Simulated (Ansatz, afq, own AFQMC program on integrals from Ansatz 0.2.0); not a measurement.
Integrals from Ansatz 0.2.0, then the random walk in our own AFQMC program (afq).

```yaml
crystal:
  periodic: [false, false, false]
  atoms:
    - {symbol: B, position_ang: [0.000000, 0.000000, 0.000000]}
    - {symbol: H, position_ang: [0.000000, 0.000000, 1.000000]}
basis:
  gaussian: {orbitals: cc-pVTZ}
magnetization: {spin_polarized: true, initial_magnetization: 0}
correlation: {method: ccsd_t, electrons: outside_noble_gas, hamiltonian_folder: ham}
```

```sh
$ ansatz run in.yaml --threads 1 --pin off --events-out ev --progress --plain --max-ram 16896MiB --backend cuda --devices 0, --max-vram 18GiB
```

afq runs on the folder ham with

```
--method free --trial cisd --walkers 4000 --time-step 0.03 --max-blocks 4000 --target-error 0.00024 --factor-cut 1e-05 --seed 3666 --times 0,0.3,0.6,1.2,1.8,2.4,3.6,4.8,6 --taylor-order 8
```

Times are imaginary, in 1/Eh. The walk had a cap of 61 s.

Output of the walk:

```
orbitals 43  electrons 2 2  factors 248 of 248
reference energy -25.11013951 Eh
CCSD correlation -0.08869027 Eh in 15 cycles, weight of the determinant in the CISD state 0.7207
repeat  energy at the last time / Eh  error
    10  -25.201536  0.000093
    20  -25.201521  0.000069
    30  -25.201564  0.000052
time / (1/Eh)  energy / Eh  error  mean overlap
  0.00  -25.198856  0.000020  1.3878
  0.30  -25.200233  0.000030  1.3865
  0.60  -25.200789  0.000029  1.3836
  1.20  -25.201204  0.000034  1.3802
  1.80  -25.201297  0.000038  1.3764
  2.40  -25.201356  0.000042  1.3759
  3.60  -25.201387  0.000036  1.3738
  4.80  -25.201355  0.000051  1.3782
  6.00  -25.201547  0.000053  1.3756
energy -25.201547 +/- 0.000053 Eh
```

The run passed its tests (error under three times the target), which doesn't prove that it has relaxed.

Against this walk (error 1.5 meV) on the same determinant: CCSD(T) 20.3 meV higher, CCSDT(Q) 3.3 meV higher, full CI 2.8 meV higher (within the noise). The error is statistical, and a free projection of finite length keeps a remainder of its start. The determinant has ⟨S²⟩ = 0.53, so the low cluster orders mix in higher spin, and so can this walk. The last points scatter (meV from the last: 6.8 ± 1.0 at 1.80, 5.2 ± 1.2 at 2.40, 4.4 ± 1.0 at 3.60, 5.2 ± 1.4 at 4.80, 0.0 ± 1.5 at 6.00); the last is the one printed as the energy, and the gaps above move with that scatter. The determinant is a poor start (see the cautions), so the low cluster orders aren't to be relied on, and full CI is the sure value.

Cautions: remainder of the start not in the error; start is not spin pure; strong correlation (T1 0.163, weight of the determinant 0.72, largest double 0.14); unrestricted determinant spin contaminated (⟨S²⟩ 0.53 against 0.00).

The walk took 53 s on 1 × NVIDIA H100 80GB HBM3 with 2 threads of AMD EPYC 7R13 Processor (Zen 3), on a shared host (the card was shared). The log's last line is the free-projection energy.

CCSDT and higher add their correlation energy to the determinant of the CCSD(T) run, since their own runs factorise the integrals more tightly (a shift of under 2 meV).
